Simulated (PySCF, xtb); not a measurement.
hydrogen fluoride (FH), SMILES F.

Harmonic wavenumbers (cm⁻¹) from GFN2-xTB run with xtb at its own minimum, in rising order: 3763.

Task: What does PBE-D3(BJ)/def2-TZVPD (PySCF) give at its own minimum? (The exact figures need the calculation; the answer reports its results.)

Result: 3962. Paired by order, the mean absolute difference is 199 cm⁻¹ and the zero-point energies are 5.4 and 5.7 kcal/mol.
